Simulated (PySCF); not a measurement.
# AlF+: from the state search to spectroscopic constants

An exercise on one series of results from a longer session: the logs are not shown, and one member is left open.

Method: Al pcseg-1, F pcseg-1, no relativity; program: PySCF 2.14.0.

Set-up of the first run:

A driver script around PySCF takes these settings:

```yaml
atoms: Al, F
charge: 1
basis: Al pcseg-1, F pcseg-1
Hamiltonian: no relativity
basis_functions: 32
electrons_treated: 21
masses_in_u: 26.9815, 18.9984
levels: PBE0, PBE, r²SCAN, M06-L, M06, MN15, HF, MP2, SCS-MP2, CCSD, CCSD(T)
grid: 80 radial by 434 angular points
occupations: held fixed by the projection of orbital angular momentum
dissociation_limit: Al+ + F, each in its ground configuration
starting_distance_in_angstrom: 1.910
values_of_2S_to_try: 1, 3
```

Launch:

```bash
OMP_NUM_THREADS=1 python dia.py task.json out
```

Among the steps run: Input; PBE0 along the bond; Higher solutions at PBE0; PBE (GGA); r²SCAN (meta-GGA); M06-L (meta-GGA); M06 (hybrid meta-GGA); MN15; UHF (mean field); MP2 and coupled cluster.

One of the session's tables, all rows but one given; the rest of the session is left out.

Energy (eV) from each level's lowest point:

| R (Å) | UHF | UHF-MP2 | UHF-SCS-MP2 | UHF-CCSD | UHF-CCSD(T) |
| --- | --- | --- | --- | --- | --- |
| 1.408 | 1.139 | 1.393 | 1.379 | n/a | n/a |
| 1.473 | 0.451 | 0.623 | 0.614 | 0.598 | 0.614 |
| 1.539 | 0.100 | 0.197 | 0.193 | 0.183 | 0.194 |
| 1.588 | 0.000 | 0.045 | 0.042 | 0.038 | 0.043 |
| 1.637 | 0.004 | 0.000 | 0.000 | 0.000 | 0.000 |
| 1.686 | 0.089 | 0.039 | 0.041 | 0.045 | 0.039 |
| 1.752 | 0.294 | 0.190 | 0.193 | 0.200 | 0.187 |
| 1.833 | ? | ? | ? | ? | ? |
| 1.932 | 1.155 | 0.957 | 0.955 | 0.940 | 0.906 |
| 2.063 | 1.779 | 1.933 | 1.887 | n/a | n/a |

Q: Estimate the row for R (Å) = 1.833 from the others.

Worked estimate for «UHF». A straight line through the neighbours (1.752, 0.294) and (1.932, 1.155) gives 0.294 + (1.155 − 0.294) × (1.833 − 1.752) / (1.932 − 1.752) = 0.681; a parabola fitted to 4 rows on both sides gives 0.677.

As computed: UHF: 0.650; UHF-MP2: 0.490; UHF-SCS-MP2: 0.492; UHF-CCSD: 0.498; UHF-CCSD(T): 0.475. In «UHF» the line misses by +0.031 and the parabola by +0.027.
